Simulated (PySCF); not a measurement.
The dipole of 3-chlorocyclopentene, `Cl[C@H]1C=CCC1` from its density and from atomic charges.

Coordinates (GFN2-xTB, Å) and charges (e) from the PBE0/pcSseg-1 density (PySCF):

```
atom       x       y       z  Mulliken      IAO  Hirshfeld  ESP-fitted
 Cl1  -2.036  -0.870   1.250   -0.1398  -0.1477    -0.0981     -0.1910
  C2  -1.107  -0.417  -0.238   -0.2701  -0.0888    +0.0109     +0.0419
  C3  -0.830   1.048  -0.194   -0.0371  -0.1709    -0.0638     -0.2575
  C4   0.435   1.293   0.106   -0.1328  -0.1316    -0.0336     -0.1041
  C5   1.229   0.035   0.283   -0.1776  -0.2713    -0.0690     +0.0557
  C6   0.283  -1.059  -0.236   -0.1603  -0.2644    -0.0719     -0.1866
  H7  -1.740  -0.736  -1.066   +0.1663  +0.1609    +0.0455     +0.1160
  H8  -1.612   1.772  -0.338   +0.0976  +0.1584    +0.0510     +0.1635
  H9   0.880   2.264   0.232   +0.0975  +0.1559    +0.0547     +0.1114
 H10   2.170   0.062  -0.267   +0.1356  +0.1469    +0.0453     +0.0229
 H11   1.466  -0.107   1.341   +0.1443  +0.1509    +0.0446     +0.0536
 H12   0.313  -1.962   0.369   +0.1426  +0.1555    +0.0396     +0.0762
 H13   0.545  -1.323  -1.261   +0.1339  +0.1462    +0.0451     +0.0979
```

Task: Form Σ q r in debye for every column and set it beside the full dipole.

Result: The full density gives (1.72, 0.60, -1.53) D, 2.38 D in size; dipole vectors point from the negative to the positive end.

```tsv
scheme	μx	μy	μz	size (D)	share of the full size (%)	angle to the full dipole (°)
Mulliken	2.67	-0.03	-1.33	2.98	125	21
IAO	1.66	0.46	-1.50	2.28	96	3
Hirshfeld	1.00	0.41	-0.80	1.35	57	4
ESP-fitted	1.75	0.56	-1.60	2.44	102	1
```

Task: Which set comes closest?

Result: Length of the difference vector: ESP-fitted 0.08 D, IAO 0.15 D, Hirshfeld 1.04 D, Mulliken 1.15 D. Closest: ESP-fitted. ESP charges are fitted to the potential around the molecule, whose slowest-falling term is the dipole's. 

Task: What is left for the Hirshfeld atoms' own dipoles?

Result: The Hirshfeld atoms' densities add up to the full density, so μ = Σ q r + Σ (atomic dipoles). The atomic dipoles sum to (1.72, 0.60, -1.53) − (1.00, 0.41, -0.80) = (0.72, 0.19, -0.73) D, 1.04 D in size.

Task: With the origin at the mean of the coordinates, (0.000, 0.000, -0.001) Å, which are the largest single terms, by size, of the IAO dipole along the direction of the full one?

Result: Cl1 +1.77, H10 +1.24, C5 -0.93, H9 +0.79, H13 +0.61 D; all 13 atoms together +2.28 D. The single terms depend on the origin, their sum doesn't.

Task: Give the size of the full dipole in other units.

Result: 2.38 D = 0.936 au = 0.495 e·Å = 7.94 × 10⁻³⁰ C·m.

Geometry: GFN2-xTB, one conformer, isolated molecule.
